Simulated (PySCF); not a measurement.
# C3H5F: the cost of one run

The runs use PySCF 2.14.0, with density-fitted response routines of our own; the level of theory stands in each step. All values are computed, except where a source is named. Atoms count from 0, in the outputs and in this text.

**1. Starting geometry**

9 atoms, charge 0, multiplicity 1; geometry from: GFN2-xTB. The atoms were then displaced at random by about 0.01 Å, so the start is not that level's minimum.

Bonds of the start (Å): C0–C1 1.47, C1–C2 1.30, C2–F3 1.40, C0–H4 1.10, C0–H5 1.11, C0–H6 1.06, C1–H7 1.10, C2–H8 1.08.

**2. Optimising the geometry at PBE0-D3(BJ)/def2-SVP**

The job: settings as JSON, then the geometry in Å.

```
{"job": {"xc": "PBE0", "basis": "def2-SVP", "d3": "d3bj", "grid": 1, "shake": 0.01, "kind": "geom"}, "charge": 0, "multiplicity": 1}
C     -1.138050     0.081720    -0.023540
C      0.288040     0.428150    -0.083920
C      1.227710    -0.462510     0.079650
F      2.584910    -0.125180     0.029440
H     -1.645600     0.682430     0.744820
H     -1.638000     0.370410    -0.975220
H     -1.305040    -0.951910     0.169110
H      0.575590     1.468190    -0.275770
H      1.108240    -1.508460     0.301700
```

Run with:

```sh
OMP_NUM_THREADS=1 python probes_run.py task.json out
```

One launch serves the whole session: the jobs run in the order shown.

Q: Estimate the wall time and peak memory of this first job on 1 thread of Arm Neoverse V2, shared host.

About 12 s, with a peak of 0.34 GiB.
